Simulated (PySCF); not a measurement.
# H6N2Si: the cost of one run

The runs use PySCF 2.14.0, with density-fitted response routines of our own; the level of theory stands in each step. All values are computed, except where a source is named. Atoms count from 0, in the outputs and in this text.

### Step 1. The molecule as given

9 atoms, charge 0, multiplicity 1; geometry from: GFN2-xTB. The atoms were then displaced at random by about 0.01 Å, so the start is not that level's minimum.

Bonds of the start (Å): N0–Si1 1.75, Si1–N2 1.74, N0–H3 0.98, N0–H4 1.00, Si1–H5 1.46, Si1–H6 1.47, N2–H7 0.97, N2–H8 0.98.

### Step 2. Optimising the geometry at PBE0-D3(BJ)/def2-SVP

Job settings and geometry (Å):

```
{"job": {"xc": "PBE0", "basis": "def2-SVP", "d3": "d3bj", "grid": 1, "shake": 0.01, "kind": "geom"}, "charge": 0, "multiplicity": 1}
N      1.528360    -0.039850     0.236670
Si    -0.111450     0.578320     0.157400
N     -1.273250    -0.663140    -0.221260
H      1.744070    -0.746600     0.886920
H      2.008750    -0.185630    -0.633890
H     -0.475800     1.032570     1.498130
H     -0.027650     1.670510    -0.822080
H     -2.217780    -0.450630    -0.113520
H     -1.117430    -1.212690    -1.022100
```

Launch:

```bash
OMP_NUM_THREADS=1 python probes_run.py task.json out
```

This one command runs all jobs of the session in turn.

**Question.** How long does this first job take on 1 thread of Arm Neoverse V1, shared host, and how much memory does it need?

About 35 s, with a peak of 0.32 GiB.
